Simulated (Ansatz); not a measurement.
**TlHgInS3 (C2/c, No. 15; cell taken from a computed entry)**

All values below come from HSE06 in Ansatz (plane waves, PAW).

Run with plane-wave cutoff 460 eV, 6×6×1 k mesh (along the axes of the cell as run), Fermi–Dirac smearing 0.01 eV, scalar-relativistic PAW data made under PBE.

Cell (relaxed with PBEsol):

```cif
data_Hg8In8S24Tl8
_chemical_formula_sum 'Tl8 In8 Hg8 S24'
_space_group_name_H-M_alt 'C2/c'
_space_group_IT_number 15
_space_group_name_Hall '-C 2yc'
_cell_length_a 13.79569
_cell_length_b 3.92306
_cell_length_c 21.33146
_cell_angle_alpha 90.000
_cell_angle_beta 103.579
_cell_angle_gamma 90.000
loop_
_space_group_symop_operation_xyz
  'x, y, z'
  '-x, -y, -z'
  '-x, y, -z+1/2'
  'x, -y, z+1/2'
  'x+1/2, y+1/2, z'
  '-x+1/2, -y+1/2, -z'
  '-x+1/2, y+1/2, -z+1/2'
  'x+1/2, -y+1/2, z+1/2'
loop_
_atom_site_label
_atom_site_type_symbol
_atom_site_symmetry_multiplicity
_atom_site_Wyckoff_symbol
_atom_site_fract_x
_atom_site_fract_y
_atom_site_fract_z
_atom_site_occupancy
Tl1 Tl 8 f 0.00452 0.11877 0.42276 1
In1 In 8 f 0.24314 0.06935 0.32506 1
Hg1 Hg 4 e 0.00000 0.57773 0.25000 1
Hg2 Hg 4 c 0.25000 0.25000 0.00000 1
S1 S 8 f 0.37710 0.07033 0.15111 1
S2 S 8 f 0.14638 0.06709 0.20362 1
S3 S 8 f 0.15958 0.59955 0.05570 1
```
(The calculation used a cell of 24 atoms; values per cell refer to that cell.)

```yaml
band_gap: 2.11 eV
smallest_direct_gap_on_the_k_points_sampled: 2.15 eV
direct gap at Γ: 2.61 eV
```

Note: cell and atoms aren't relaxed at this level (largest force component 0.16 eV/Å, pressure 1.8 GPa).

Spin–orbit coupling is not included; with these elements it can move the gap by several tenths of an eV or more.

Computed values are for the static lattice.

Cost on a shared machine: about 2.4 core-hours (a rough figure).

Ansatz is a quantum-chemistry and plane-wave program.
